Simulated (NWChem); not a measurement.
Everything below was run with NWChem. System: hydrazine (H$_{4}$N$_{2}$), charge 0, spin multiplicity 1, at a geometry optimised with PBE0/def2-SVP. Level: CIS/def2-SVPD.

NWChem printed:

```
             Northwest Computational Chemistry Package (NWChem) 7.3.0
             --------------------------------------------------------

                                NWChem Input Module
                                -------------------

 Scaling coordinates for geometry "geometry" by  1.889725989
 (inverse scale =  0.529177249)

 Turning off AUTOSYM since
 SYMMETRY directive was detected!

                             Geometry "geometry" -> ""
                             -------------------------

 Output coordinates in angstroms (scale by  1.889725989 to convert to a.u.)

  No.       Tag          Charge          X              Y              Z
 ---- ---------------- ---------- -------------- -------------- --------------
    1 N                    7.0000     0.17452400    -0.67940800     0.07384700
    2 N                    7.0000    -0.17452400     0.67940800     0.07384700
    3 H                    1.0000    -0.64584000    -1.23055900     0.31375100
    4 H                    1.0000     0.51220800    -1.01203500    -0.83068000
    5 H                    1.0000     0.64584000     1.23055900     0.31375100
    6 H                    1.0000    -0.51220800     1.01203500    -0.83068000

 Effective nuclear repulsion energy (a.u.)      41.8840001464

            Nuclear Dipole moment (a.u.)
            ----------------------------
        X                 Y               Z
 ---------------- ---------------- ----------------
     0.0000000000     0.0000000000     0.0000000000

      Symmetry information
      --------------------

 Group name             C2
 Group number              4
 Group order               2
 No. of unique centers     3

      Symmetry unique atoms

     1    3    4


 Summary of "ao basis" -> "" (spherical)
 ------------------------------------------------------------------------------
       Tag                 Description            Shells   Functions and Types
 ---------------- ------------------------------  ------  ---------------------
 *                         def2-svpd                  on all atoms

  xc_inp: hfexch multiplicative factor not found.

                                 NWChem DFT Module
                                 -----------------

 Summary of "ao basis" -> "ao basis" (spherical)
 ------------------------------------------------------------------------------
       Tag                 Description            Shells   Functions and Types
 ---------------- ------------------------------  ------  ---------------------
[...]
     Total Oscillator Strength                     0.0640939699

          sigma_e =   2.4607 Angstrom
          sigma_h =   1.2676 Angstrom
         |d_h->e| =   0.3894 Angstrom
            d_exc =   2.6968 Angstrom
            d_CD1 =   1.5825 Angstrom
            d_CD2 =  -1.4748 Angstrom
            d_CD3 =   3.0862 Angstrom
     Pearson C.C. =   0.0867

     Occ.    6  b   ---  Virt.   10  a        0.08073
     Occ.    8  b   ---  Virt.   10  a        0.27093
     Occ.    8  b   ---  Virt.   12  a        0.32327
     Occ.    8  b   ---  Virt.   15  a       -0.13841
     Occ.    8  b   ---  Virt.   26  a       -0.09127
     Occ.    9  a   ---  Virt.   11  b        0.81562
     Occ.    9  a   ---  Virt.   13  b        0.22369
     Occ.    9  a   ---  Virt.   17  b        0.10423
     Occ.    9  a   ---  Virt.   19  b       -0.12268
     Occ.    9  a   ---  Virt.   25  b        0.15848
     Occ.    9  a   ---  Virt.   30  b        0.05704
  ----------------------------------------------------------------------------
  Root   4 singlet a              0.343585583 a.u.                9.3494 eV
  ----------------------------------------------------------------------------
     Transition Moments    X -0.00000   Y  0.00000   Z  0.30173
     Transition Moments   XX -0.15079  XY -0.02748  XZ  0.00000
     Transition Moments   YY  0.19537  YZ -0.00000  ZZ -0.31101
     Dipole Oscillator Strength                    0.0208531498
     Electric Quadrupole                           0.0000000146
     Magnetic Dipole                               0.0000001522
     Total Oscillator Strength                     0.0208533167

          sigma_e =   2.4384 Angstrom
          sigma_h =   1.2702 Angstrom
         |d_h->e| =   0.3961 Angstrom
            d_exc =   2.6947 Angstrom
            d_CD1 =   1.5644 Angstrom
            d_CD2 =  -1.4582 Angstrom
            d_CD3 =   3.0909 Angstrom
     Pearson C.C. =   0.0734

     Occ.    5  a   ---  Virt.   10  a        0.06497
     Occ.    8  b   ---  Virt.   11  b       -0.80067
     Occ.    8  b   ---  Virt.   13  b       -0.21481
     Occ.    8  b   ---  Virt.   14  b        0.05219
     Occ.    8  b   ---  Virt.   17  b       -0.10242
     Occ.    8  b   ---  Virt.   19  b        0.12992
     Occ.    8  b   ---  Virt.   25  b       -0.16111
     Occ.    8  b   ---  Virt.   30  b       -0.05706
     Occ.    9  a   ---  Virt.   10  a       -0.27971
     Occ.    9  a   ---  Virt.   12  a       -0.35125
     Occ.    9  a   ---  Virt.   15  a        0.13001
     Occ.    9  a   ---  Virt.   26  a        0.09731
  ----------------------------------------------------------------------------
  Root   5 singlet a              0.354238333 a.u.                9.6393 eV
  ----------------------------------------------------------------------------
     Transition Moments    X -0.00000   Y -0.00000   Z  0.29756
     Transition Moments   XX  0.21293  XY  1.11312  XZ  0.00000
     Transition Moments   YY  0.54398  YZ -0.00000  ZZ -0.87526
     Dipole Oscillator Strength                    0.0209103681
     Electric Quadrupole                           0.0000004238
     Magnetic Dipole                               0.0000013684
     Total Oscillator Strength                     0.0209121603

          sigma_e =   2.3975 Angstrom
          sigma_h =   1.2583 Angstrom
         |d_h->e| =   0.3787 Angstrom
            d_exc =   2.5662 Angstrom
            d_CD1 =   1.5179 Angstrom
            d_CD2 =  -1.4492 Angstrom
            d_CD3 =   2.9449 Angstrom
     Pearson C.C. =   0.1474

     Occ.    8  b   ---  Virt.   11  b       -0.36639
     Occ.    8  b   ---  Virt.   13  b        0.45227
     Occ.    8  b   ---  Virt.   14  b       -0.07917
     Occ.    8  b   ---  Virt.   19  b        0.12508
     Occ.    8  b   ---  Virt.   25  b       -0.08101
     Occ.    8  b   ---  Virt.   27  b       -0.05768
     Occ.    8  b   ---  Virt.   28  b        0.14372
     Occ.    9  a   ---  Virt.   10  a       -0.14420
     Occ.    9  a   ---  Virt.   12  a        0.71064
     Occ.    9  a   ---  Virt.   15  a        0.14062
     Occ.    9  a   ---  Virt.   18  a        0.07424
     Occ.    9  a   ---  Virt.   26  a       -0.19241

              Target root =      1
          Target symmetry = none
      Ground state energy =   -111.105327217374
        Excitation energy =      0.291535794795
     Excited state energy =   -110.813791422580

  stored tddft:energy   -110.81379142257971

 Task  times  cpu:       12.0s     wall:       12.0s

 Total times  cpu:       12.1s     wall:       12.1s
```

Q: Write an NWChem input that would produce this output.

A: Several could match; the one computed here: 
```
start mol
memory heap 200 mb stack 900 mb global 1100 mb
geometry units angstroms nocenter noautoz
  N      0.174524    -0.679408     0.073847
  N     -0.174524     0.679408     0.073847
  H     -0.645840    -1.230559     0.313751
  H      0.512208    -1.012035    -0.830680
  H      0.645840     1.230559     0.313751
  H     -0.512208     1.012035    -0.830680
  symmetry group C2
end
basis spherical
  * library def2-svpd
end
dft
  xc hfexch
  semidirect memsize 60000000 filesize 0
  iterations 100
end
tddft
  cis
  nroots 5
  notriplet
  thresh 1e-4
end
task tddft energy
```
